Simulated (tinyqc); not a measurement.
Worked calculation (part 1 of 2): UHF in the sto-6g basis, for LiH+, spin multiplicity 2. Computed by tinyqc, a small Python program that keeps every step (integrals from PySCF). Settings: charge = 1, multiplicity = 2, basis = sto-6g, energy threshold = 1e-08, iteration cap = 56, orthogonalisation = canonical, start = random, DIIS depth = 0, method = UHF. Command: `OMP_NUM_THREADS=1 python tinyqc.py 20097 20098 out.jsonl` (the two numbers bound the seeds that draw the settings). One thread of a shared host (Intel(R) Xeon(R) Processor @ 2.60GHz), about 0.2 s of CPU time with the checks. Later iterations appear only in the table of the cycle.

## One-electron integrals

Geometry (angstrom):
```
atom        x        y        z
Li    0.00000  0.00000  0.00000
H     0.00000  0.00000  2.62400
```

Basis sto-6g: exponents (1/bohr^2) and contraction coefficients of normalised primitives:
```
element  l (shell)   exponent  coefficient
Li           s (1)  167.17585      0.00916
Li           s (1)   30.65151      0.04936
Li           s (1)    8.57519      0.16854
Li           s (1)    2.94581      0.37056
Li           s (1)    1.14394      0.41649
Li           s (1)    0.47114      0.13033
Li           s (2)    6.59756     -0.01325
Li           s (2)    1.30583     -0.04699
Li           s (2)    0.40585     -0.03379
Li           s (2)    0.15615      0.25024
Li           s (2)    0.06781      0.59512
Li           s (2)    0.03108      0.24071
Li           p (3)    6.59756      0.00376
Li           p (3)    1.30583      0.03768
Li           p (3)    0.40585      0.17390
Li           p (3)    0.15615      0.41804
Li           p (3)    0.06781      0.42586
Li           p (3)    0.03108      0.10171
H            s (1)   35.52322      0.00916
H            s (1)    6.51314      0.04936
H            s (1)    1.82214      0.16854
H            s (1)    0.62596      0.37056
H            s (1)    0.24308      0.41649
H            s (1)    0.10011      0.13033
```

Overlap, kinetic and nuclear-attraction integrals over the contracted functions; the nuclear repulsion is the sum of Za Zb / Rab.

nuclear repulsion = 0.6050044 hartree

overlap S, lower triangle:
```
          1Li 1s   1Li 2s  1Li 2px  1Li 2py  1Li 2pz    2H 1s
1Li 1s   1.00000
1Li 2s   0.23574  1.00000
1Li 2px  0.00000  0.00000  1.00000
1Li 2py  0.00000  0.00000  0.00000  1.00000
1Li 2pz  0.00000  0.00000  0.00000  0.00000  1.00000
2H 1s    0.00707  0.17929  0.00000  0.00000  0.26873  1.00000
```

kinetic energy T (hartree), lower triangle:
```
           1Li 1s   1Li 2s  1Li 2px  1Li 2py  1Li 2pz    2H 1s
1Li 1s    3.61674
1Li 2s   -0.11072  0.10652
1Li 2px   0.00000  0.00000  0.32001
1Li 2py   0.00000  0.00000  0.00000  0.32001
1Li 2pz   0.00000  0.00000  0.00000  0.00000  0.32001
2H 1s    -0.00331  0.00195  0.00000  0.00000  0.01975  0.76852
```

nuclear attraction V (hartree), lower triangle:
```
           1Li 1s    1Li 2s   1Li 2px   1Li 2py   1Li 2pz     2H 1s
1Li 1s   -8.26881
1Li 2s   -0.87590  -1.39857
1Li 2px   0.00000   0.00000  -1.38279
1Li 2py   0.00000   0.00000   0.00000  -1.38279
1Li 2pz  -0.00633  -0.06774   0.00000   0.00000  -1.42997
2H 1s    -0.02671  -0.25154   0.00000   0.00000  -0.38085  -1.84455
```

core Hamiltonian H = T + V (hartree), lower triangle:
```
           1Li 1s    1Li 2s   1Li 2px   1Li 2py   1Li 2pz     2H 1s
1Li 1s   -4.65207
1Li 2s   -0.98663  -1.29205
1Li 2px   0.00000   0.00000  -1.06278
1Li 2py   0.00000   0.00000   0.00000  -1.06278
1Li 2pz  -0.00633  -0.06774   0.00000   0.00000  -1.10997
2H 1s    -0.03002  -0.24959   0.00000   0.00000  -0.36111  -1.07602
```

## Two-electron integrals

Functions are numbered as in S; the eight-fold symmetry (ij|kl) = (ji|kl) = (kl|ij) leaves the list below.

Two-electron integrals (ij|kl) in chemists' order, unique and non-zero (hartree):
```
(11|11) 1.68125    (21|11) 0.24260    (21|21) 0.04451    (22|11) 0.39719
(22|21) 0.09028    (22|22) 0.29062    (31|31) 0.00944    (32|31) 0.01426
(32|32) 0.06424    (33|11) 0.39719    (33|21) 0.09028    (33|22) 0.29062
(33|33) 0.31312    (41|41) 0.00944    (42|41) 0.01426    (42|42) 0.06424
(43|43) 0.01688    (44|11) 0.39719    (44|21) 0.09028    (44|22) 0.29062
(44|33) 0.27937    (44|44) 0.31312    (51|51) 0.00944    (52|51) 0.01426
(52|52) 0.06424    (53|53) 0.01688    (54|54) 0.01688    (55|11) 0.39719
(55|21) 0.09028    (55|22) 0.29062    (55|33) 0.27937    (55|44) 0.27937
(55|55) 0.31312    (61|11) 0.00697    (61|21) 0.00127    (61|22) 0.00265
(61|33) 0.00261    (61|44) 0.00261    (61|51) 0.00017    (61|52) 0.00037
(61|55) 0.00273    (61|61) 4.01e-05   (62|11) 0.04618    (62|21) 0.01079
(62|22) 0.04130    (62|33) 0.03889    (62|44) 0.03889    (62|51) 0.00160
(62|52) 0.01283    (62|55) 0.04611    (62|61) 0.00038    (62|62) 0.01391
(63|31) 0.00052    (63|32) 0.00311    (63|53) 0.00146    (63|63) 0.00056
(64|41) 0.00052    (64|42) 0.00311    (64|54) 0.00146    (64|64) 0.00056
(65|11) 0.06608    (65|21) 0.01551    (65|22) 0.06055    (65|33) 0.05654
(65|44) 0.05654    (65|51) 0.00251    (65|52) 0.02016    (65|55) 0.06855
(65|61) 0.00056    (65|62) 0.02175    (65|65) 0.03413    (66|11) 0.20166
(66|21) 0.04753    (66|22) 0.19702    (66|33) 0.18268    (66|44) 0.18268
(66|51) 0.00632    (66|52) 0.06520    (66|55) 0.22570    (66|61) 0.00169
(66|62) 0.09199    (66|65) 0.14687    (66|66) 0.77500
```

## Orthogonalisation

S = U s U^T; canonical form X = U s^(-1/2), so that X^T S X = 1. Each column of U has its largest component positive (the first on a tie).

eigenvalues of S: 0.64418  0.82039  1.00000  1.00000  1.17350  1.36194

X:
```
                1         2         3        4         5        6
1Li 1s    0.42844   0.68445   0.00000  0.00000   0.55831  0.31088
1Li 2s   -0.66962  -0.50982   0.00000  0.00000   0.42069  0.46163
1Li 2px   0.00000   0.00000  -0.64105  0.76750   0.00000  0.00000
1Li 2py   0.00000   0.00000   0.76750  0.64105   0.00000  0.00000
1Li 2pz  -0.57818   0.58230   0.00000  0.00000  -0.50649  0.38839
2H 1s     0.76557  -0.38920   0.00000  0.00000  -0.32700  0.52312
```

Within a degenerate level the vectors are fixed only up to a rotation; this is one choice.

## Starting guess

The start is random orthonormal orbitals; D(s) = C_occ C_occ^T for each spin.

D(alpha) at the start, lower triangle:
```
           1Li 1s    1Li 2s   1Li 2px   1Li 2py   1Li 2pz    2H 1s
1Li 1s    0.04565
1Li 2s   -0.03579   0.49207
1Li 2px  -0.12397   0.17683   0.35030
1Li 2py   0.00551  -0.24439  -0.05617   0.12487
1Li 2pz   0.17076   0.00500  -0.43986  -0.05124   0.68027
2H 1s    -0.03062   0.32772   0.13528  -0.16083  -0.02364  0.21933
```

D(beta) at the start, lower triangle:
```
           1Li 1s    1Li 2s   1Li 2px   1Li 2py  1Li 2pz    2H 1s
1Li 1s    0.00141
1Li 2s    0.02406   0.41110
1Li 2px   0.00049   0.00845   0.00017
1Li 2py  -0.01285  -0.21955  -0.00452   0.11725
1Li 2pz   0.01280   0.21869   0.00450  -0.11679  0.11633
2H 1s     0.01553   0.26529   0.00546  -0.14168  0.14112  0.17119
```

## Iteration 1: building the Fock matrix

J_ij = sum D_kl (ij|kl) with D = D(alpha) + D(beta), K_ij = sum D_kl (ik|jl) for each spin; F = H + J - K(s); E = tr D H + tr D J / 2 - 0.5 sum_s tr D(s) K(s) + E_nn.

Coulomb J (hartree), lower triangle:
```
           1Li 1s    1Li 2s   1Li 2px   1Li 2py  1Li 2pz    2H 1s
1Li 1s    1.13277
1Li 2s    0.25230   0.82286
1Li 2px   0.00310   0.02116   0.80967
1Li 2py  -0.01368  -0.06169  -0.00205   0.80601
1Li 2pz   0.01480   0.07938  -0.01428  -0.00656  0.85291
2H 1s     0.00789   0.16285  -0.00009  -0.00372  0.24664  0.95207
```

exchange K(alpha) (hartree), lower triangle:
```
           1Li 1s    1Li 2s   1Li 2px   1Li 2py  1Li 2pz    2H 1s
1Li 1s    0.09260
1Li 2s    0.05916   0.24165
1Li 2px  -0.03150   0.05547   0.15635
1Li 2py  -0.02381  -0.09290  -0.01664   0.08957
1Li 2pz   0.07313   0.04636  -0.12246  -0.02451  0.26935
2H 1s     0.02702   0.12395   0.00631  -0.04269  0.10917  0.25394
```

exchange K(beta) (hartree), lower triangle:
```
           1Li 1s    1Li 2s   1Li 2px   1Li 2py  1Li 2pz    2H 1s
1Li 1s    0.03549
1Li 2s    0.05606   0.16715
1Li 2px   0.00110   0.00328   0.03328
1Li 2py  -0.02862  -0.08520  -0.00134   0.06796
1Li 2pz   0.03414   0.11175   0.00165  -0.04282  0.10148
2H 1s     0.02764   0.12099   0.00162  -0.04200  0.11301  0.24229
```

F(alpha) (hartree), lower triangle:
```
           1Li 1s    1Li 2s   1Li 2px   1Li 2py   1Li 2pz     2H 1s
1Li 1s   -3.61189
1Li 2s   -0.79349  -0.71083
1Li 2px   0.03460  -0.03431  -0.40947
1Li 2py   0.01013   0.03121   0.01459  -0.34634
1Li 2pz  -0.06467  -0.03471   0.10818   0.01795  -0.52641
2H 1s    -0.04914  -0.21068  -0.00640   0.03897  -0.22363  -0.37789
```

F(beta) (hartree), lower triangle:
```
           1Li 1s    1Li 2s   1Li 2px   1Li 2py   1Li 2pz     2H 1s
1Li 1s   -3.55479
1Li 2s   -0.79039  -0.63633
1Li 2px   0.00200   0.01788  -0.28639
1Li 2py   0.01494   0.02351  -0.00071  -0.32473
1Li 2pz  -0.02568  -0.10011  -0.01593   0.03626  -0.35854
2H 1s    -0.04976  -0.20772  -0.00171   0.03827  -0.22748  -0.36624
```

total energy of this density = -2.2891104 hartree

## Iteration 1: diagonalisation and new density

Diagonalise F' = X^T F X, C = X C', fill 2 alpha and 1 beta electrons from the bottom; D(s) = C_occ C_occ^T. Each column has its largest component positive (the first on a tie).

F' = X^T F X (alpha) (hartree), lower triangle:
```
          1         2         3         4         5         6
1  -0.53700
2  -0.60252  -1.54579
3   0.02123  -0.07888  -0.38664
4  -0.02090   0.07308   0.03366  -0.36916
5  -0.62176  -1.11977   0.02831  -0.03865  -1.74668
6  -0.28931  -0.75160   0.01294   0.05456  -0.84272  -1.14781
```

orbital energies (alpha) (hartree): MO1 -3.61497, MO2 -0.62951, MO3 -0.59007, MO4 -0.36275, MO5 -0.32686, MO6 -0.20891

coefficients C (alpha):
```
              MO1       MO2       MO3       MO4       MO5       MO6
1Li 1s    1.00441  -0.17576   0.07723   0.08796   0.02667   0.07907
1Li 2s   -0.02102   0.74503  -0.45481  -0.41710  -0.11969  -0.38438
1Li 2px  -0.01171  -0.02510  -0.53554   0.61077   0.52988  -0.24211
1Li 2py  -0.00303  -0.14908   0.03576  -0.60953   0.77260   0.08974
1Li 2pz   0.01987   0.38527   0.71967   0.20014   0.26312  -0.55201
2H 1s     0.00559   0.36424  -0.01051   0.24705   0.15550   0.94875
```

F' = X^T F X (beta) (hartree), lower triangle:
```
          1         2         3         4         5         6
1  -0.50193
2  -0.62509  -1.36999
3   0.00129   0.01390  -0.30828
4  -0.00311  -0.00970  -0.01899  -0.30284
5  -0.60857  -1.19543  -0.02078   0.00514  -1.66597
6  -0.30411  -0.71017   0.03692   0.03317  -0.84364  -1.11138
```

orbital energies (beta) (hartree): MO1 -3.55605, MO2 -0.60333, MO3 -0.35022, MO4 -0.30788, MO5 -0.27471, MO6 -0.16820

coefficients C (beta):
```
              MO1       MO2       MO3       MO4       MO5       MO6
1Li 1s    1.00388  -0.16523  -0.12997   0.03652  -0.06610   0.05223
1Li 2s   -0.01756   0.70480   0.63159  -0.16889   0.31877  -0.26888
1Li 2px  -0.00049  -0.01681  -0.28862   0.40825   0.86462   0.04664
1Li 2py  -0.00468  -0.15763   0.51111   0.81600  -0.21861   0.01599
1Li 2pz   0.00553   0.39988  -0.46022   0.31217  -0.25334  -0.73985
2H 1s     0.00891   0.39977  -0.24689   0.16056  -0.19965   0.91196
```

D(alpha) after iteration 1, lower triangle:
```
           1Li 1s    1Li 2s   1Li 2px   1Li 2py  1Li 2pz    2H 1s
1Li 1s    1.03973
1Li 2s   -0.15205   0.55551
1Li 2px  -0.00735  -0.01845   0.00077
1Li 2py   0.02315  -0.11100   0.00378   0.02223
1Li 2pz  -0.04776   0.28662  -0.00990  -0.05750  0.14883
2H 1s    -0.05841   0.27125  -0.00921  -0.05432  0.14044  0.13270
```

D(beta) after iteration 1, lower triangle:
```
           1Li 1s    1Li 2s  1Li 2px   1Li 2py  1Li 2pz    2H 1s
1Li 1s    1.00777
1Li 2s   -0.01763   0.00031
1Li 2px  -0.00049   0.00001  0.00000
1Li 2py  -0.00470   0.00008  0.00000   0.00002
1Li 2pz   0.00555  -0.00010  0.00000  -0.00003  0.00003
2H 1s     0.00895  -0.00016  0.00000  -0.00004  0.00005  0.00008
```

## Iteration 2: building the Fock matrix

As before.

Coulomb J (hartree), lower triangle:
```
           1Li 1s    1Li 2s   1Li 2px   1Li 2py  1Li 2pz    2H 1s
1Li 1s    3.71876
1Li 2s    0.56372   1.05940
1Li 2px  -0.00068  -0.00265   1.05316
1Li 2py  -0.00287  -0.01406   0.00013   1.05389
1Li 2pz   0.00977   0.05685  -0.00036  -0.00210  1.07115
2H 1s     0.01657   0.15465  -0.00016  -0.00090  0.22736  0.77479
```

exchange K(alpha) (hartree), lower triangle:
```
           1Li 1s    1Li 2s   1Li 2px   1Li 2py  1Li 2pz    2H 1s
1Li 1s    1.70054
1Li 2s    0.23889   0.21790
1Li 2px  -0.00495  -0.00770   0.04640
1Li 2py  -0.00236  -0.03925   0.00112   0.05276
1Li 2pz   0.01179   0.12781  -0.00347  -0.02018  0.12257
2H 1s     0.01056   0.12439  -0.00306  -0.01788  0.11515  0.21896
```

exchange K(beta) (hartree), lower triangle:
```
           1Li 1s    1Li 2s  1Li 2px   1Li 2py  1Li 2pz    2H 1s
1Li 1s    1.68590
1Li 2s    0.23715   0.04195
1Li 2px  -0.00020  -0.00005  0.00904
1Li 2py  -0.00190  -0.00046  0.00000   0.00904
1Li 2pz   0.00284   0.00069  0.00000  -0.00001  0.00909
2H 1s     0.00836   0.00154  0.00000  -0.00002  0.00024  0.00011
```

F(alpha) (hartree), lower triangle:
```
           1Li 1s    1Li 2s   1Li 2px   1Li 2py   1Li 2pz     2H 1s
1Li 1s   -2.63385
1Li 2s   -0.66179  -0.45054
1Li 2px   0.00426   0.00505  -0.05601
1Li 2py  -0.00051   0.02519  -0.00099  -0.06165
1Li 2pz  -0.00835  -0.13870   0.00311   0.01808  -0.16139
2H 1s    -0.02402  -0.21934   0.00290   0.01698  -0.24889  -0.52020
```

F(beta) (hartree), lower triangle:
```
           1Li 1s    1Li 2s   1Li 2px   1Li 2py   1Li 2pz     2H 1s
1Li 1s   -2.61921
1Li 2s   -0.66006  -0.27459
1Li 2px  -0.00049  -0.00260  -0.01865
1Li 2py  -0.00097  -0.01360   0.00013  -0.01793
1Li 2pz   0.00060  -0.01158  -0.00036  -0.00209  -0.04790
2H 1s    -0.02181  -0.09649  -0.00016  -0.00088  -0.13398  -0.30135
```

total energy of this density = -7.5383038 hartree

## Iteration 2: diagonalisation and new density

As before.

F' = X^T F X (alpha) (hartree), lower triangle:
```
          1         2         3         4         5         6
1  -0.33841
2  -0.40165  -0.90839
3  -0.01044  -0.00777  -0.05836
4  -0.01019  -0.00516  -0.00295  -0.05930
5  -0.37693  -0.99200  -0.00465  -0.00130  -1.25815
6  -0.31406  -0.44874   0.01692   0.02245  -0.59395  -0.97386
```

orbital energies (alpha) (hartree): MO1 -2.63467, MO2 -0.60824, MO3 -0.20334, MO4 -0.05991, MO5 -0.05584, MO6 -0.03447

coefficients C (alpha):
```
              MO1       MO2       MO3       MO4       MO5       MO6
1Li 1s    0.99537  -0.11113  -0.23088  -0.04398   0.00266   0.04521
1Li 2s    0.01892   0.40145   0.93512   0.17558  -0.00399  -0.17775
1Li 2px  -0.00169  -0.00834  -0.01725   0.17740   0.98299   0.04337
1Li 2py  -0.00002  -0.05070  -0.11285   0.94728  -0.18359   0.23164
1Li 2pz   0.00456   0.26763   0.16781  -0.20292  -0.00093   0.96941
2H 1s    -0.00071   0.74781  -0.63234   0.06137   0.00156  -0.39410
```

F' = X^T F X (beta) (hartree), lower triangle:
```
          1         2         3         4         5         6
1  -0.22385
2  -0.39335  -0.85822
3   0.00604   0.00360  -0.01835
4   0.00716   0.00411   0.00038  -0.01823
5  -0.39325  -0.96582  -0.00305  -0.00402  -1.22490
6  -0.37065  -0.52933  -0.00501  -0.00624  -0.66088  -0.70295
```

orbital energies (beta) (hartree): MO1 -2.61999, MO2 -0.31715, MO3 -0.09609, MO4 -0.01867, MO5 -0.01660, MO6 0.02200

coefficients C (beta):
```
              MO1       MO2       MO3       MO4       MO5       MO6
1Li 1s    0.99555  -0.05175  -0.24607   0.00004   0.03018  -0.07163
1Li 2s    0.01826   0.17372   0.98090  -0.00063  -0.11948   0.30239
1Li 2px   0.00020   0.00211   0.02953   0.98367   0.17566  -0.02559
1Li 2py   0.00047   0.01155   0.15835  -0.17996   0.96045  -0.14122
1Li 2pz   0.00020   0.17014  -0.25148  -0.00009   0.18309   0.97726
2H 1s    -0.00157   0.89723  -0.22162   0.00025  -0.04941  -0.51145
```

D(alpha) after iteration 2, lower triangle:
```
           1Li 1s    1Li 2s   1Li 2px   1Li 2py  1Li 2pz    2H 1s
1Li 1s    1.00311
1Li 2s   -0.02578   0.16152
1Li 2px  -0.00075  -0.00338   0.00007
1Li 2py   0.00562  -0.02035   0.00042   0.00257
1Li 2pz  -0.02521   0.10753  -0.00224  -0.01357  0.07165
2H 1s    -0.08381   0.30019  -0.00623  -0.03792  0.20014  0.55922
```

D(beta) after iteration 2, lower triangle:
```
           1Li 1s    1Li 2s  1Li 2px  1Li 2py  1Li 2pz    2H 1s
1Li 1s    0.99113
1Li 2s    0.01818   0.00033
1Li 2px   0.00020   0.00000  0.00000
1Li 2py   0.00046   0.00001  0.00000  0.00000
1Li 2pz   0.00020   0.00000  0.00000  0.00000  0.00000
2H 1s    -0.00157  -0.00003  0.00000  0.00000  0.00000  0.00000
```

## Iteration 3: building the Fock matrix

As before.

Coulomb J (hartree), lower triangle:
```
           1Li 1s    1Li 2s   1Li 2px   1Li 2py  1Li 2pz    2H 1s
1Li 1s    3.60865
1Li 2s    0.54350   1.01810
1Li 2px  -0.00011  -0.00049   1.00620
1Li 2py  -0.00050  -0.00268   0.00001   1.00629
1Li 2pz   0.00806   0.06527  -0.00009  -0.00057  1.04180
2H 1s     0.01598   0.17313  -0.00004  -0.00020  0.25937  1.01080
```

exchange K(alpha) (hartree), lower triangle:
```
           1Li 1s    1Li 2s   1Li 2px   1Li 2py  1Li 2pz    2H 1s
1Li 1s    1.68153
1Li 2s    0.24828   0.12761
1Li 2px  -0.00068  -0.00154   0.02306
1Li 2py   0.00004  -0.00823   0.00013   0.02380
1Li 2pz   0.00157   0.08154  -0.00102  -0.00622  0.09979
2H 1s     0.00767   0.14469  -0.00142  -0.00857  0.17376  0.55649
```

exchange K(beta) (hartree), lower triangle:
```
           1Li 1s    1Li 2s  1Li 2px  1Li 2py  1Li 2pz    2H 1s
1Li 1s    1.67514
1Li 2s    0.24843   0.04746
1Li 2px   0.00008   0.00002  0.00989
1Li 2py   0.00019   0.00005  0.00000  0.00989
1Li 2pz  -0.00002  -0.00001  0.00000  0.00000  0.00988
2H 1s     0.00747   0.00144  0.00000  0.00000  0.00020  0.00005
```

F(alpha) (hartree), lower triangle:
```
           1Li 1s    1Li 2s   1Li 2px   1Li 2py   1Li 2pz     2H 1s
1Li 1s   -2.72495
1Li 2s   -0.69140  -0.40156
1Li 2px   0.00057   0.00105  -0.07964
1Li 2py  -0.00054   0.00555  -0.00011  -0.08029
1Li 2pz   0.00017  -0.08401   0.00093   0.00565  -0.16796
2H 1s    -0.02171  -0.22115   0.00138   0.00837  -0.27550  -0.62172
```

F(beta) (hartree), lower triangle:
```
           1Li 1s    1Li 2s   1Li 2px   1Li 2py   1Li 2pz     2H 1s
1Li 1s   -2.71856
1Li 2s   -0.69156  -0.32141
1Li 2px  -0.00020  -0.00051  -0.06647
1Li 2py  -0.00069  -0.00273   0.00001  -0.06638
1Li 2pz   0.00176  -0.00246  -0.00009  -0.00057  -0.07805
2H 1s    -0.02151  -0.07790  -0.00004  -0.00020  -0.10193  -0.06528
```

total energy of this density = -7.6748332 hartree
